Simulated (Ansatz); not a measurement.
**How methods differ on SiH2O (oxosilane)**

SiH2O: 4 atoms, total charge 0, spin state singlet. As SMILES, `O=[SiH2]`. Geometry: optimised at wB97X-V/def2-SVP.

Each level gives the adiabatic electron affinity (to the doublet anion, shapes relaxed at wB97X-V/def2-SVP, no zero-point term) (eV). The values are calculated.

The electron affinity is E(neutral) − E(anion): positive where the electron is bound.

| level | kind | program | value (eV) | less CCSD(T)/def2-TZVPP | CPU time (all runs) |
| --- | --- | --- | --- | --- | --- |
| HF/def2-TZVPP | Hartree–Fock | Ansatz | 0.21 | -0.24 | 0.94 s |
| BLYP/def2-TZVPP | GGA | Ansatz | 0.51 | +0.06 | 2.2 s |
| PBE/def2-TZVPP | GGA | Ansatz | 0.66 | +0.21 | 2.3 s |
| r2SCAN/def2-TZVPP | meta-GGA | Ansatz | 0.75 | +0.30 | 4.7 s |
| PBE0-D4/def2-TZVPP | global hybrid | Ansatz | 0.72 | +0.27 | 2.4 s |
| CAM-B3LYP/def2-TZVPP | range-separated hybrid | Ansatz | 0.67 | +0.22 | 2.8 s |
| wB97M-V/def2-TZVPP | range-separated hybrid | Ansatz | 0.47 | +0.02 | 9.5 s |
| CCSD(T)/def2-TZVPP | coupled cluster or CI | Ansatz | 0.45 | 0.00 | 7 s |

Differences are taken from CCSD(T)/def2-TZVPP for orientation; it has basis-set and higher-order errors of its own. The values span 0.21 to 0.75 eV. In so small a basis fixed costs decide the times, and correlated methods can beat functionals. CPU times are rough (shared hosts, several kinds of processor and program).
